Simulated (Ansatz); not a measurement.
We consider rock-salt TiC, described by PBE (Ansatz, an electronic-structure program, plane waves, PAW).

Run with plane-wave cutoff 520 eV, 16×16×16 k mesh, Fermi–Dirac smearing 0.1 eV, perturbation theory, no spin polarisation, scalar-relativistic PAW data made under PBE.

Computed at the level's own relaxed cell.

Harmonic phonon frequencies (cm⁻¹; i marks an imaginary mode):

```tsv
q point	frequencies
Γ	(withheld)
X	286 286 354 516 516 588
U	282 339 357 546 592 629
```

Task: Complete the blanks.

Result: 
- Γ, frequencies: 0 0 0 514 514 514

No imaginary mode appears at these points.
